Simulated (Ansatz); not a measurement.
A short molecular-dynamics run on C2HF2N (`FC1=C(F)N1`).

```yaml
crystal:
  periodic: [false, false, false]
  atoms:
    - {symbol: F, position_ang: [-1.014721, -1.090409, 1.357082]}
    - {symbol: C, position_ang: [-0.399215, -0.424857, 0.437887]}
    - {symbol: C, position_ang: [0.006810, -0.151337, -0.725567]}
    - {symbol: F, position_ang: [0.156931, -0.301775, -1.999002]}
    - {symbol: N, position_ang: [0.798921, 0.466595, 0.380796]}
    - {symbol: H, position_ang: [0.493475, 1.437882, 0.502604]}
basis:
  gaussian: {orbitals: def2-SVP}
magnetization: {spin_polarized: true, initial_magnetization: 0}
hamiltonian: {xc: {name: PBE}, dispersion: d3bjatm}
md: {timestep: 0.5 fs, n_steps: 30, ensemble: nve, temperature: 300, initial_velocities: maxwell_boltzmann, seed: 256}
```

```sh
$ ansatz run in.yaml --threads 2 --pin off --events-out ev --progress --plain --max-ram 4352MiB
```

```json
{"step": "0", "time (fs)": "0.0", "potential energy (eV)": "-8993.2454", "kinetic (eV)": "0.1551", "T (K)": "300", "conserved (eV)": "-8993.0903"}
{"step": "1", "time (fs)": "0.5", "potential energy (eV)": "-8993.2419", "kinetic (eV)": "0.1517", "T (K)": "293", "conserved (eV)": "-8993.0902"}
{"step": "2", "time (fs)": "1.0", "potential energy (eV)": "-8993.2375", "kinetic (eV)": "0.1473", "T (K)": "285", "conserved (eV)": "-8993.0901"}
{"step": "3", "time (fs)": "1.5", "potential energy (eV)": "-8993.2331", "kinetic (eV)": "0.1430", "T (K)": "277", "conserved (eV)": "-8993.0901"}
{"step": "4", "time (fs)": "2.0", "potential energy (eV)": "-8993.2293", "kinetic (eV)": "0.1392", "T (K)": "269", "conserved (eV)": "-8993.0901"}
{"step": "5", "time (fs)": "2.5", "potential energy (eV)": "-8993.2260", "kinetic (eV)": "0.1359", "T (K)": "263", "conserved (eV)": "-8993.0901"}
{"step": "6", "time (fs)": "3.0", "potential energy (eV)": "-8993.2230", "kinetic (eV)": "0.1329", "T (K)": "257", "conserved (eV)": "-8993.0901"}
{"step": "7", "time (fs)": "3.5", "potential energy (eV)": "-8993.2202", "kinetic (eV)": "0.1300", "T (K)": "252", "conserved (eV)": "-8993.0901"}
{"step": "8", "time (fs)": "4.0", "potential energy (eV)": "-8993.2175", "kinetic (eV)": "0.1274", "T (K)": "246", "conserved (eV)": "-8993.0901"}
{"step": "9", "time (fs)": "4.5", "potential energy (eV)": "-8993.2152", "kinetic (eV)": "0.1251", "T (K)": "242", "conserved (eV)": "-8993.0901"}
{"step": "10", "time (fs)": "5.0", "potential energy (eV)": "-8993.2134", "kinetic (eV)": "0.1233", "T (K)": "239", "conserved (eV)": "-8993.0901"}
{"step": "11", "time (fs)": "5.5", "potential energy (eV)": "-8993.2122", "kinetic (eV)": "0.1222", "T (K)": "236", "conserved (eV)": "-8993.0901"}
{"step": "12", "time (fs)": "6.0", "potential energy (eV)": "-8993.2117", "kinetic (eV)": "0.1216", "T (K)": "235", "conserved (eV)": "-8993.0901"}
{"step": "13", "time (fs)": "6.5", "potential energy (eV)": "-8993.2115", "kinetic (eV)": "0.1214", "T (K)": "235", "conserved (eV)": "-8993.0901"}
{"step": "14", "time (fs)": "7.0", "potential energy (eV)": "-8993.2115", "kinetic (eV)": "0.1214", "T (K)": "235", "conserved (eV)": "-8993.0901"}
{"step": "15", "time (fs)": "7.5", "potential energy (eV)": "-8993.2111", "kinetic (eV)": "0.1210", "T (K)": "234", "conserved (eV)": "-8993.0902"}
{"step": "16", "time (fs)": "8.0", "potential energy (eV)": "-8993.2101", "kinetic (eV)": "0.1199", "T (K)": "232", "conserved (eV)": "-8993.0902"}
{"step": "17", "time (fs)": "8.5", "potential energy (eV)": "-8993.2080", "kinetic (eV)": "0.1178", "T (K)": "228", "conserved (eV)": "-8993.0902"}
{"step": "18", "time (fs)": "9.0", "potential energy (eV)": "-8993.2051", "kinetic (eV)": "0.1149", "T (K)": "222", "conserved (eV)": "-8993.0901"}
{"step": "19", "time (fs)": "9.5", "potential energy (eV)": "-8993.2018", "kinetic (eV)": "0.1117", "T (K)": "216", "conserved (eV)": "-8993.0901"}
{"step": "20", "time (fs)": "10.0", "potential energy (eV)": "-8993.1992", "kinetic (eV)": "0.1092", "T (K)": "211", "conserved (eV)": "-8993.0900"}
{"step": "21", "time (fs)": "10.5", "potential energy (eV)": "-8993.1982", "kinetic (eV)": "0.1083", "T (K)": "209", "conserved (eV)": "-8993.0900"}
{"step": "22", "time (fs)": "11.0", "potential energy (eV)": "-8993.1996", "kinetic (eV)": "0.1096", "T (K)": "212", "conserved (eV)": "-8993.0900"}
{"step": "23", "time (fs)": "11.5", "potential energy (eV)": "-8993.2031", "kinetic (eV)": "0.1130", "T (K)": "219", "conserved (eV)": "-8993.0900"}
{"step": "24", "time (fs)": "12.0", "potential energy (eV)": "-8993.2077", "kinetic (eV)": "0.1176", "T (K)": "227", "conserved (eV)": "-8993.0901"}
{"step": "25", "time (fs)": "12.5", "potential energy (eV)": "-8993.2121", "kinetic (eV)": "0.1218", "T (K)": "236", "conserved (eV)": "-8993.0902"}
{"step": "26", "time (fs)": "13.0", "potential energy (eV)": "-8993.2143", "kinetic (eV)": "0.1240", "T (K)": "240", "conserved (eV)": "-8993.0903"}
{"step": "27", "time (fs)": "13.5", "potential energy (eV)": "-8993.2132", "kinetic (eV)": "0.1229", "T (K)": "238", "conserved (eV)": "-8993.0903"}
{"step": "28", "time (fs)": "14.0", "potential energy (eV)": "-8993.2084", "kinetic (eV)": "0.1181", "T (K)": "228", "conserved (eV)": "-8993.0903"}
{"step": "29", "time (fs)": "14.5", "potential energy (eV)": "-8993.2001", "kinetic (eV)": "0.1099", "T (K)": "213", "conserved (eV)": "-8993.0903"}
{"step": "30", "time (fs)": "15.0", "potential energy (eV)": "-8993.1895", "kinetic (eV)": "0.0993", "T (K)": "192", "conserved (eV)": "-8993.0902"}
```

Velocities are drawn at the set temperature; a run this short doesn't reach equilibrium.

Frames (Å, forces in eV/Å):

```xyz
6
time=0.0 fs
F    -1.015   -1.090    1.357   -0.379   -0.471    0.595
C    -0.399   -0.425    0.438   -0.604   -0.158    1.267
C     0.007   -0.151   -0.726    0.295    0.446   -1.309
F     0.157   -0.302   -1.999    0.118   -0.136   -0.828
N     0.799    0.467    0.381    0.858   -0.349    0.219
H     0.493    1.438    0.503   -0.289    0.668    0.056
6
time=0.5 fs
F    -1.015   -1.091    1.358   -0.356   -0.460    0.562
C    -0.400   -0.425    0.438   -0.677   -0.194    1.524
C     0.006   -0.150   -0.722    0.412    0.513   -1.874
F     0.157   -0.303   -2.002    0.071   -0.094   -0.477
N     0.800    0.468    0.380    0.901   -0.475    0.260
H     0.503    1.439    0.515   -0.350    0.710    0.005
6
time=1.0 fs
F    -1.016   -1.092    1.358   -0.339   -0.452    0.537
C    -0.402   -0.425    0.439   -0.725   -0.215    1.718
C     0.006   -0.149   -0.718    0.508    0.568   -2.351
F     0.158   -0.304   -2.006    0.028   -0.053   -0.157
N     0.800    0.469    0.379    0.910   -0.518    0.308
H     0.511    1.442    0.528   -0.382    0.672   -0.054
6
time=1.5 fs
F    -1.016   -1.093    1.359   -0.326   -0.450    0.520
C    -0.403   -0.424    0.440   -0.742   -0.217    1.833
C     0.006   -0.147   -0.715    0.577    0.606   -2.724
F     0.158   -0.305   -2.009   -0.010   -0.014    0.130
N     0.801    0.470    0.379    0.888   -0.483    0.364
H     0.519    1.446    0.540   -0.387    0.558   -0.123
6
time=2.0 fs
F    -1.017   -1.095    1.360   -0.319   -0.452    0.513
C    -0.405   -0.424    0.441   -0.725   -0.196    1.860
C     0.006   -0.145   -0.713    0.617    0.625   -2.983
F     0.159   -0.306   -2.012   -0.043    0.022    0.383
N     0.802    0.471    0.378    0.840   -0.385    0.427
H     0.525    1.451    0.552   -0.370    0.385   -0.200
6
time=2.5 fs
F    -1.017   -1.096    1.360   -0.318   -0.460    0.517
C    -0.406   -0.424    0.442   -0.672   -0.150    1.794
C     0.006   -0.143   -0.711    0.625    0.623   -3.122
F     0.159   -0.307   -2.015   -0.071    0.057    0.600
N     0.803    0.472    0.378    0.774   -0.246    0.494
H     0.531    1.458    0.563   -0.339    0.176   -0.283
6
time=3.0 fs
F    -1.018   -1.097    1.361   -0.322   -0.473    0.530
C    -0.408   -0.424    0.444   -0.582   -0.079    1.637
C     0.006   -0.141   -0.710    0.601    0.600   -3.144
F     0.160   -0.308   -2.018   -0.093    0.089    0.784
N     0.805    0.473    0.377    0.696   -0.092    0.561
H     0.536    1.465    0.574   -0.300   -0.045   -0.367
6
time=3.5 fs
F    -1.018   -1.098    1.362   -0.331   -0.491    0.551
C    -0.410   -0.424    0.447   -0.458    0.016    1.394
C     0.006   -0.139   -0.709    0.547    0.556   -3.056
F     0.160   -0.309   -2.022   -0.110    0.119    0.937
N     0.806    0.474    0.377    0.611    0.056    0.622
H     0.540    1.472    0.584   -0.260   -0.257   -0.448
6
time=4.0 fs
F    -1.019   -1.100    1.363   -0.342   -0.513    0.578
C    -0.412   -0.424    0.449   -0.306    0.132    1.079
C     0.006   -0.137   -0.710    0.467    0.495   -2.869
F     0.161   -0.310   -2.024   -0.122    0.146    1.060
N     0.808    0.475    0.377    0.526    0.181    0.672
H     0.544    1.478    0.593   -0.223   -0.441   -0.520
6
time=4.5 fs
F    -1.020   -1.101    1.364   -0.356   -0.536    0.609
C    -0.415   -0.424    0.452   -0.131    0.264    0.706
C     0.007   -0.135   -0.710    0.366    0.419   -2.599
F     0.161   -0.311   -2.027   -0.130    0.170    1.156
N     0.809    0.476    0.377    0.443    0.270    0.709
H     0.547    1.483    0.601   -0.192   -0.586   -0.581
6
time=5.0 fs
F    -1.021   -1.102    1.366   -0.369   -0.559    0.640
C    -0.417   -0.424    0.455    0.058    0.406    0.295
C     0.007   -0.133   -0.711    0.248    0.331   -2.264
F     0.162   -0.312   -2.030   -0.133    0.192    1.228
N     0.811    0.477    0.377    0.364    0.316    0.728
H     0.549    1.487    0.607   -0.169   -0.685   -0.627
6
time=5.5 fs
F    -1.021   -1.104    1.367   -0.379   -0.579    0.668
C    -0.419   -0.424    0.458    0.253    0.552   -0.137
C     0.008   -0.130   -0.713    0.121    0.236   -1.884
F     0.162   -0.313   -2.032   -0.133    0.211    1.280
N     0.813    0.478    0.377    0.293    0.315    0.730
H     0.552    1.489    0.612   -0.155   -0.734   -0.657
6
time=6.0 fs
F    -1.022   -1.106    1.368   -0.385   -0.594    0.689
C    -0.421   -0.424    0.461    0.445    0.695   -0.568
C     0.008   -0.128   -0.715   -0.010    0.136   -1.476
F     0.162   -0.314   -2.035   -0.130    0.227    1.313
N     0.815    0.479    0.377    0.230    0.266    0.712
H     0.554    1.490    0.615   -0.150   -0.730   -0.670
6
time=6.5 fs
F    -1.023   -1.107    1.370   -0.383   -0.601    0.699
C    -0.423   -0.423    0.464    0.627    0.828   -0.982
C     0.009   -0.125   -0.717   -0.139    0.037   -1.059
F     0.163   -0.315   -2.037   -0.125    0.241    1.332
N     0.817    0.481    0.378    0.176    0.169    0.674
H     0.555    1.488    0.617   -0.156   -0.675   -0.664
6
time=7.0 fs
F    -1.024   -1.109    1.371   -0.373   -0.597    0.694
C    -0.425   -0.423    0.467    0.792    0.945   -1.364
C     0.009   -0.123   -0.720   -0.262   -0.059   -0.646
F     0.163   -0.316   -2.039   -0.118    0.252    1.338
N     0.819    0.482    0.378    0.132    0.027    0.618
H     0.556    1.485    0.617   -0.171   -0.569   -0.641
6
time=7.5 fs
F    -1.025   -1.111    1.373   -0.351   -0.580    0.671
C    -0.427   -0.422    0.469    0.934    1.042   -1.699
C     0.010   -0.120   -0.722   -0.374   -0.151   -0.253
F     0.163   -0.317   -2.041   -0.109    0.262    1.336
N     0.820    0.483    0.379    0.097   -0.156    0.545
H     0.557    1.481    0.616   -0.197   -0.416   -0.600
6
time=8.0 fs
F    -1.026   -1.113    1.374   -0.318   -0.548    0.629
C    -0.428   -0.421    0.471    1.049    1.113   -1.977
C     0.010   -0.118   -0.725   -0.472   -0.236    0.111
F     0.164   -0.318   -2.042   -0.101    0.268    1.326
N     0.822    0.484    0.380    0.072   -0.373    0.458
H     0.557    1.476    0.613   -0.230   -0.225   -0.546
6
time=8.5 fs
F    -1.027   -1.115    1.376   -0.272   -0.499    0.565
C    -0.429   -0.420    0.473    1.134    1.155   -2.193
C     0.011   -0.115   -0.728   -0.555   -0.313    0.436
F     0.164   -0.319   -2.044   -0.092    0.274    1.312
N     0.824    0.485    0.381    0.054   -0.610    0.361
H     0.557    1.470    0.608   -0.268   -0.006   -0.480
6
time=9.0 fs
F    -1.028   -1.117    1.378   -0.213   -0.432    0.479
C    -0.431   -0.419    0.474    1.187    1.166   -2.342
C     0.011   -0.113   -0.730   -0.620   -0.383    0.717
F     0.164   -0.319   -2.045   -0.085    0.277    1.296
N     0.826    0.486    0.381    0.038   -0.850    0.259
H     0.556    1.464    0.603   -0.308    0.222   -0.408
6
time=9.5 fs
F    -1.030   -1.119    1.380   -0.142   -0.349    0.372
C    -0.431   -0.417    0.475    1.209    1.145   -2.423
C     0.011   -0.111   -0.733   -0.666   -0.444    0.948
F     0.165   -0.320   -2.046   -0.078    0.279    1.279
N     0.828    0.487    0.382    0.020   -1.070    0.159
H     0.554    1.459    0.597   -0.343    0.438   -0.335
6
time=10.0 fs
F    -1.031   -1.121    1.382   -0.060   -0.249    0.245
C    -0.432   -0.415    0.475    1.200    1.093   -2.436
C     0.011   -0.108   -0.735   -0.695   -0.499    1.126
F     0.165   -0.321   -2.047   -0.073    0.281    1.263
N     0.830    0.488    0.383   -0.008   -1.243    0.068
H     0.551    1.454    0.589   -0.365    0.616   -0.267
6
time=10.5 fs
F    -1.032   -1.124    1.384    0.031   -0.135    0.102
C    -0.432   -0.413    0.475    1.162    1.011   -2.384
C     0.011   -0.106   -0.737   -0.704   -0.546    1.251
F     0.165   -0.321   -2.048   -0.070    0.282    1.250
N     0.832    0.488    0.384   -0.052   -1.346   -0.009
H     0.548    1.452    0.582   -0.367    0.733   -0.209
6
time=11.0 fs
F    -1.033   -1.126    1.386    0.129   -0.008   -0.056
C    -0.433   -0.411    0.474    1.098    0.902   -2.272
C     0.010   -0.104   -0.739   -0.697   -0.588    1.322
F     0.165   -0.322   -2.049   -0.069    0.283    1.239
N     0.834    0.489    0.385   -0.119   -1.361   -0.070
H     0.544    1.450    0.573   -0.342    0.772   -0.163
6
time=11.5 fs
F    -1.034   -1.128    1.388    0.232    0.128   -0.224
C    -0.433   -0.408    0.473    1.009    0.767   -2.105
C     0.010   -0.102   -0.740   -0.672   -0.623    1.339
F     0.166   -0.323   -2.050   -0.070    0.283    1.231
N     0.836    0.489    0.386   -0.210   -1.282   -0.113
H     0.539    1.451    0.565   -0.289    0.726   -0.129
6
time=12.0 fs
F    -1.035   -1.130    1.390    0.337    0.269   -0.399
C    -0.432   -0.405    0.471    0.899    0.613   -1.888
C     0.009   -0.101   -0.742   -0.632   -0.653    1.307
F     0.166   -0.323   -2.050   -0.073    0.284    1.227
N     0.838    0.488    0.387   -0.325   -1.116   -0.144
H     0.533    1.454    0.556   -0.206    0.602   -0.104
6
time=12.5 fs
F    -1.036   -1.132    1.391    0.442    0.414   -0.576
C    -0.432   -0.403    0.469    0.772    0.442   -1.628
C     0.009   -0.099   -0.742   -0.577   -0.676    1.227
F     0.166   -0.324   -2.050   -0.077    0.285    1.225
N     0.840    0.488    0.388   -0.459   -0.883   -0.166
H     0.526    1.458    0.546   -0.101    0.418   -0.083
6
time=13.0 fs
F    -1.038   -1.134    1.393    0.545    0.559   -0.752
C    -0.431   -0.400    0.467    0.631    0.260   -1.332
C     0.008   -0.098   -0.743   -0.509   -0.694    1.106
F     0.166   -0.324   -2.050   -0.083    0.286    1.226
N     0.842    0.487    0.389   -0.604   -0.608   -0.185
H     0.520    1.463    0.537    0.020    0.197   -0.062
6
time=13.5 fs
F    -1.038   -1.136    1.395    0.644    0.701   -0.924
C    -0.430   -0.397    0.464    0.480    0.071   -1.007
C     0.007   -0.096   -0.744   -0.429   -0.705    0.947
F     0.167   -0.325   -2.050   -0.091    0.287    1.228
N     0.843    0.487    0.390   -0.751   -0.319   -0.206
H     0.513    1.468    0.527    0.146   -0.034   -0.038
6
time=14.0 fs
F    -1.039   -1.138    1.397    0.737    0.837   -1.088
C    -0.430   -0.394    0.462    0.322   -0.120   -0.661
C     0.006   -0.095   -0.744   -0.340   -0.709    0.758
F     0.167   -0.325   -2.050   -0.099    0.287    1.229
N     0.845    0.486    0.391   -0.889   -0.043   -0.231
H     0.507    1.473    0.518    0.269   -0.252   -0.007
6
time=14.5 fs
F    -1.040   -1.140    1.398    0.824    0.965   -1.243
C    -0.429   -0.391    0.459    0.161   -0.308   -0.301
C     0.005   -0.094   -0.744   -0.244   -0.706    0.547
F     0.167   -0.325   -2.049   -0.107    0.286    1.229
N     0.846    0.485    0.391   -1.012    0.202   -0.263
H     0.502    1.478    0.508    0.379   -0.439    0.031
6
time=15.0 fs
F    -1.041   -1.142    1.399    0.903    1.083   -1.386
C    -0.428   -0.388    0.456    0.000   -0.489    0.064
C     0.004   -0.093   -0.744   -0.144   -0.696    0.321
F     0.167   -0.326   -2.049   -0.115    0.285    1.226
N     0.848    0.485    0.392   -1.114    0.401   -0.301
H     0.497    1.482    0.498    0.470   -0.583    0.075
```

Hardware: 2 threads of an Arm Neoverse N1 on a shared host. Wall time 77 s, peak host memory 0.36 GiB.
